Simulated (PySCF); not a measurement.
```xyz
3
charge 0 multiplicity 1, angstrom
S     0.0000    0.0000   -0.3702
O     1.2552    0.0000    0.3700
O    -1.2552    0.0000    0.3700
```

All numbers come from PBE/[S def2-TZVP, O def2-TZVP], no relativity, density fitting, PySCF.

This geometry of SO₂ is a stationary point at this level.

Q: What is the point group?

A: C2v.

Q: Is it a minimum?

A: Yes: all harmonic wavenumbers are real.

Q: List the harmonic modes with their infrared intensities.

A: 
| symmetry | ω (cm⁻¹) | IR (km/mol) |
| --- | --- | --- |
| a1 | 493 | 23.2 |
| a1 | 1115 | 23.8 |
| b2 | 1310 | 180 |

Q: What are the dipole moment and the gap between the highest occupied and lowest empty levels?

A: 1.60 D and 3.46 eV.

Q: Give the atomic charges and bond orders.

A: 
```json
{"atom": "S1", "Mulliken": "0.57", "Löwdin": "0.50", "polar tensor": "0.99", "Mayer order to S1": "–"}
{"atom": "O2,3", "Mulliken": "-0.28", "Löwdin": "-0.25", "polar tensor": "-0.50", "Mayer order to S1": "1.93"}
```

In C2v the vibrations span 2a1 + b2. Here b1 is antisymmetric to the molecular plane and b2 lies in it.
